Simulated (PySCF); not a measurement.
Working out the ionisation energy of P

P [Ne] 3s2 3p3 (4S) → P⁺ [Ne] 3s2 3p2 (3P). Computed with PySCF 2.14 in aug-cc-pV(T+d)Z with one added diffuse shell each of s, p, d, f type (7s6p5d3f, 71 functions), with no relativity, point nucleus. Frozen: [Ne]. Energies in hartree (1 hartree = 27.21139 eV):

```
            part    P (lower)   P⁺ (upper)
             UHF  -340.716505  -340.352334
CCSD correlation    -0.102256    -0.083176
             (T)    -0.004085    -0.002376
```

**Question.** What does Hartree-Fock give?

**Answer.** (-340.352334) − (-340.716505) = 0.364171 hartree = 9.910 eV.

**Question.** What do CCSD and CCSD(T) give?

**Answer.** The CCSD correlation energies differ by 0.019080 hartree = 0.519 eV and the triples by 0.001709 hartree = 0.047 eV, so CCSD gives 10.429 eV and CCSD(T) 10.476 eV.

Measured between the centres of the two terms (NIST): 10.526 eV, so CCSD(T) (valence) is off by -0.050 eV.

What remains against the reference includes basis incompleteness, the frozen core and higher excitations.
